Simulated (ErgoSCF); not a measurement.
# PHF2 (SMILES FPF): PBE0/6-31G

What is the vertical singlet–triplet gap of PHF2 at PBE0/6-31G? 

The calculation is run with ErgoSCF 3.8.

3 further runs of the same task are left out: 3 set aside as unsound or not needed.

## Step 1: The system as given

PHF2 has 4 atoms, charge 0, and is taken as a singlet. SMILES: `FPF`. The coordinates come from a GFN2-xTB relaxation.

Bond lengths: F1–P2 1.617 Å, P2–F3 1.617 Å, P2–H4 1.418 Å. Angles: F1–P2–F3 94.7°, F1–P2–H4 92.6°, F3–P2–H4 92.6°.

## Step 2: The energy at PBE0/6-31G

File input.xyz:

```xyz
4

F      1.200700     0.603880    -0.244050
P     -0.020800    -0.433020    -0.460000
F     -1.177160     0.665480    -0.195640
H     -0.002740    -0.836340     0.899690
```

File job.ego:

```
# F2HP, PBE0
set_nthreads(1)
molecule "input.xyz"
scf.convergence_threshold = 1e-06
basis = "6-31G"
scf.output_mulliken_pop = 1
scf.max_number_of_iterations = 150
XC.type = "LMG"
tmpdir = "."
run "PBE0"
```

Started as:

```
$ ergo job.ego
```

Log, shortened:

```text
[...]
INDF Weighted mixed functional:
[...]
INSC Energy   1 =       -384.26452782946
[...]
INDE PURIFICATION CONVERGED after 39 iterations
[...]
INDE PURIFICATION CONVERGED after 35 iterations
[...]
INDE PURIFICATION CONVERGED after 29 iterations
[...]
INDE PURIFICATION CONVERGED after 29 iterations
[...]
INDE E(LUMO) - E(HOMO) <=          0.33473763447 =          9.10867510625 eV
[...]
INSC Energy  11 =       -541.21074909012  ( diff     -0.000000000029445 )
[...]
RESC CONVERGED after  11 iterations.
RESC FINAL ENERGY:       -541.21074909012
[...]
INSC SCF: dipole_moment_x [atomic units] =      -0.02292113
INSC SCF: dipole_moment_y [atomic units] =      -0.93656849
INSC SCF: dipole_moment_z [atomic units] =       0.07210326
[...]
```

It took 6 s on 1 thread of Intel Xeon at 2.50GHz (Skylake/Cascade Lake), shared host.

## Step 3: The triplet

File geom.xyz:

```xyz
4
F2HP
F      1.200700     0.603880    -0.244050
P     -0.020800    -0.433020    -0.460000
F     -1.177160     0.665480    -0.195640
H     -0.002740    -0.836340     0.899690
```

File job.ego:

```
# F2HP
set_nthreads(1)
molecule "geom.xyz"
scf.max_number_of_iterations = 150
scf.output_mulliken_pop = 1
XC.type = "LMG"
spin_polarization = 2
scf.convergence_threshold = 1e-06
tmpdir = "."
basis = "6-31G"
run "PBE0"
```

Started as:

```
$ ergo job.ego
```

Log:

```text
[...]
INDF Weighted mixed functional:
[...]
INSC Energy   1 =       -384.29498308212
[...]
INDE PURIFICATION CONVERGED after 47 iterations
[...]
INDE PURIFICATION CONVERGED after 42 iterations
[...]
INDE PURIFICATION CONVERGED after 31 iterations
[...]
INDE E(LUMO) - E(HOMO) <=          0.20232881219 =          5.50564748360 eV
[...]
INSC Energy  15 =       -541.02678620037  ( diff     -0.000000000784439 )
[...]
RESC CONVERGED after  15 iterations.
RESC FINAL ENERGY:       -541.02678620037
RESC FINAL <S2> =          2.00239117385
[...]
INSC SCF: dipole_moment_x [atomic units] =      -0.02129044
INSC SCF: dipole_moment_y [atomic units] =      -0.84537424
INSC SCF: dipole_moment_z [atomic units] =       0.02358091
[...]
```

It took 11 s on 1 thread of Intel Xeon at 2.50GHz (Skylake/Cascade Lake), shared host.

## Step 4: Results

Level: PBE0/6-31G.

| quantity | value |
| --- | --- |
| singlet: total energy | -541.21075 Eh |
| singlet: dipole moment | 2.39 D |
| triplet: total energy | -541.02679 Eh |
| triplet: dipole moment | 2.15 D |
| triplet: ⟨S²⟩ | 2.002 |
| vertical energy of the triplet above the singlet | 5.006 eV |

In words: At this shape the triplet lies 5.01 eV (483 kJ/mol) above the singlet. Mulliken charges (singlet) run from -0.45 on F1 to +0.96 on P2. Mulliken charges (triplet) run from -0.36 on F3 to +0.67 on P2.
